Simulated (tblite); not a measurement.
C6H8 (charge +1 and doublet state).
SMILES: `[CH+]=[C]C1(C)CC1`

Calculated harmonic vibrations of the isolated species, GFN2-xTB (tblite), most abundant isotopes, no scaling. Against measured fundamentals such values can be off by several per cent, at times by over 20. Open shells enter through the occupations alone, without spin polarisation, and single modes of such species can be off by tens of per cent.

Harmonic wavenumbers (cm⁻¹): 121.3, 159.4, 173.8, 273.2, 336.2, 441.1, 477.4, 537.0, 648.9, 670.5, 693.4, 753.4, 850.7, 913.3, 938.1, 955.9, 1057.9, 1058.2, 1112.8, 1127.3, 1276.9, 1300.9, 1353.0, 1360.9, 1377.9, 1425.5, 1452.1, 2153.7, 2936.3, 2970.3, 3055.6, 3066.0, 3068.2, 3088.5, 3104.6, 3323.3.

A = 5609, B = 3125, C = 2398 MHz; mass 80.063 u (most abundant isotopes); point group Cs, symmetry number 1; spin multiplicity 2.

Question: Zero-point energy?

Answer: ½Σν̃ = 24807 cm⁻¹ = 70.93 kcal/mol.

Question: What is S at 400 K and 1 bar for an ideal gas of classical rigid rotors and harmonic oscillators?

Answer: Translation 40.54, rotation 27.31, vibration 22.16, spin (R ln 2) 1.38: S = 91.4 cal/(mol K).

Question: And Cp and H(400 K) − H(0)?

Answer: Cp = 35.48 cal/(mol K), of which vibrations give 27.53 (their classical limit is 36 R = 71.5); H(400 K) − H(0) = 8.32 kcal/mol without the zero-point energy, 5.15 from vibrations.

Question: What must be added to the electronic energy to get the Gibbs energy at 400 K and 1 bar?

Answer: ZPE + [H(400 K) − H(0)] − T·S = 70.93 + 8.32 − 36.56 = 42.69 kcal/mol.

Question: Blend soft modes into free rotors: weight 1/[1 + (100 cm⁻¹/ν̃)⁴] for the oscillator and the rest for a rotor with moment μB/(μ + B), μ = h/(8π²ν), B = 10⁻⁴⁴ kg m². What vibrational entropy results?

Answer: 21.86 cal/(mol K) in place of 22.16, which changes −T·S at 400 K by +0.12 kcal/mol.

Question: How do the functions run with temperature in this model?

Answer: 
```tsv
T (K)	S (cal/(mol K))	Cp (cal/(mol K))	H − H(0) (kcal/mol)	G − H(0) (kcal/mol)	ln q(vib)
100	61.0	13.4	0.99	-5.11	0.42
200	72.4	20.6	2.68	-11.81	1.64
300	82.2	28.3	5.13	-19.55	3.10
500	100.0	41.5	12.18	-37.81	6.32
800	122.4	53.8	26.63	-71.28	11.23
1000	135.0	59.2	37.96	-97.05	14.33
```

q(vib) and H(0) count from the zero-point level.

Hindered rotation and anharmonicity are outside this model.
